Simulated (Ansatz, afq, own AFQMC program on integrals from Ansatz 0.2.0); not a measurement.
Integrals from Ansatz 0.2.0, then the random walk in our own AFQMC program (afq).

```yaml
crystal:
  periodic: [false, false, false]
  atoms:
    - {symbol: B, position_ang: [0.000000, 0.000000, 0.000000]}
    - {symbol: B, position_ang: [0.000000, 0.000000, 1.561787]}
basis:
  gaussian: {orbitals: cc-pVDZ}
magnetization: {spin_polarized: true, initial_magnetization: 2}
correlation: {method: ccsd_t, electrons: outside_noble_gas, hamiltonian_folder: ham}
```

```sh
$ ansatz run in.yaml --threads 1 --pin off --events-out ev --progress --plain --max-ram 16896MiB --backend cuda --devices 0, --max-vram 18GiB
```

Options of the walk:

```
--method phaseless --trial cisd --walkers 4000 --populations 20 --least-time 60 --time-step 0.005 --steps-per-block 50 --equilibration-blocks 28 --max-blocks 4000 --target-error 0.00015 --factor-cut 1e-05 --start spin_pure --seed 1376 --release-times 0.24,0.51,0.99,1.62,2.4 --release-step 0.03 --release-every 3 --taylor-order 6
```

Times are imaginary, in 1/Eh. The walk had a cap of 122 s. With eight or more populations the least sampling time is a fifth of least-time, and the error comes from their spread.

Output of the walk:

```
orbitals 26  electrons 4 2  factors 188 of 266
reference energy -49.14426224 Eh
CCSD correlation -0.11265111 Eh in 20 cycles, weight of the determinant in the CISD state 0.8064
energy of the start -49.241716 Eh
 block  time / (1/Eh)  mean weight  energy / Eh
     1     0.250  1.0000  -49.247979
     2     0.500  1.0001  -49.253232
     3     0.750  1.0000  -49.257308
     4     1.000  1.0002  -49.260558
     5     1.250  0.9998  -49.262865
    10     2.500  0.9998  -49.267874
    37     9.250  0.9998  -49.269920
    67    16.750  1.0000  -49.268633
    73    18.250  0.9998  -49.268130
    97    24.250  1.0001  -49.270221
   127    31.750  0.9998  -49.270626
   145    36.250  1.0000  -49.274645
   157    39.250  1.0001  -49.268870
   187    46.750  1.0001  -49.269771
   217    54.250  1.0001  -49.269039
   247    61.750  1.0000  -49.269548
error from the spread of 20 populations
released: time / (1/Eh)  energy / Eh  error  mean overlap
  0.24  -49.269941  0.000132  0.9993
  0.51  -49.270365  0.000231  0.9998
  0.99  -49.271051  0.000090  0.9992
  1.62  -49.271414  0.000127  0.9995
  2.40  -49.271875  0.000146  1.0017
energy -49.269402 +/- 0.000147 Eh
(rows thinned)
```

The run passed its tests (sampling time, drift between the halves within three errors, error under three times the target), which doesn't prove that it has relaxed.

Against this walk (error 4.0 meV) on the same determinant: CCSD(T) 128.7 meV higher, CCSDT(Q) 91.0 meV lower, CCSDTQ 83.1 meV lower, full CI 85.9 meV lower. The error is statistical and leaves out the bias of the constraint. The determinant has ⟨S²⟩ = 2.91, so the low cluster orders mix in higher spin, while the walk starts as a pure triplet. The released energies are still falling (meV from the phaseless value at times in 1/Eh: -15 ± 4 at 0.24, -26 ± 6 at 0.51, -44.9 ± 2.5 at 0.99, -55 ± 3 at 1.62, -67 ± 4 at 2.40), so they give no level; they do show a bias of the constraint, and the last of them that isn't too noisy lies 19 meV above full CI. Full CI is exact here, so the walk's 86 meV above it is the walk's own error: the bias of the constraint with this trial. The determinant is a poor start (see the cautions), so the low cluster orders aren't to be relied on, and full CI is the sure value.

Cautions: constraint bias not in the error; lower spins were not checked; strong correlation (T1 0.072, weight of the determinant 0.81, largest double 0.16); (T) is large, 7 % of the CCSD correlation; unrestricted determinant spin contaminated (⟨S²⟩ 2.91 against 2.00); CCSD(T) is in doubt: in a space of 6 electrons in 9 natural orbitals full CI lies 113 meV below it; the CCSDTQ amplitudes may be one of several solutions (largest double 0.53).

The walk took 110 s on 1 × NVIDIA H100 80GB HBM3 with 2 threads of AMD EPYC 7R13 Processor (Zen 3) (shared host) (the card was shared). The log's last line is the phaseless energy.

CCSDT and higher add their correlation energy to the determinant of the CCSD(T) run, since their own runs factorise the integrals more tightly (a shift of under 2 meV).
